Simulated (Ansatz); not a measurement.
## A ladder of methods for [B2H4]− (SMILES B[BH2-])

[B2H4]−: 6 atoms, total charge -1, spin state doublet. As SMILES, `B[BH2-]`. The coordinates come from a GFN2-xTB relaxation.

```xyz
6

B    -0.1716   -0.7714   -0.0253
B     0.1693    0.7737    0.0273
H    -0.5804   -1.4388    0.9210
H    -0.0699   -1.4854   -1.0207
H     0.5757    1.4355   -0.9254
H     0.0769    1.4865    1.0230
```

Quantity: the energy change with the B1–H3 bond stretched from 1.228 to 1.842 Å, in eV. The values are calculated.

```
            level                    kind  program  value (eV)  less FCI/STO-3G  CPU time (all runs)
    USVWN5/STO-3G                     LDA   Ansatz        2.47            +0.03                1.3 s
  U-revPBE/STO-3G                     GGA   Ansatz        2.29            -0.15                2.3 s
 U-r2SCAN0/STO-3G         hybrid meta-GGA   Ansatz        2.71            +0.27                  5 s
    UBHLYP/STO-3G           global hybrid   Ansatz        2.81            +0.37                  2 s
 U-wB97M-V/STO-3G  range-separated hybrid   Ansatz        2.62            +0.18                 28 s
UCAM-B3LYP/STO-3G  range-separated hybrid   Ansatz        2.65            +0.21                2.6 s
   UB2PLYP/STO-3G           double hybrid   Ansatz        2.62            +0.18                2.6 s
      UMP2/STO-3G     perturbation theory   Ansatz        2.87            +0.43               0.12 s
    UCCSDT/STO-3G   coupled cluster or CI   Ansatz        2.44             0.00               0.84 s
       FCI/STO-3G      exact in the basis   Ansatz        2.44             0.00                9.1 s
```

FCI/STO-3G is exact within its basis and frozen core, so for wave-function methods in that basis the difference is their error; functionals converge differently with the basis, so for them it is only a difference. Sets without diffuse functions describe the anion poorly. The first shape isn't each level's own minimum. The values span 2.29 to 2.87 eV. Spin contamination of the reference (⟨S²⟩ at least 0.1 too high) touches UMP2/STO-3G, UCCSDT/STO-3G. All rows use very small basis sets, so even the best lies far from the true value. Times are those of the runs behind each value, whatever else they computed, on shared processors of several kinds: orders of magnitude only.
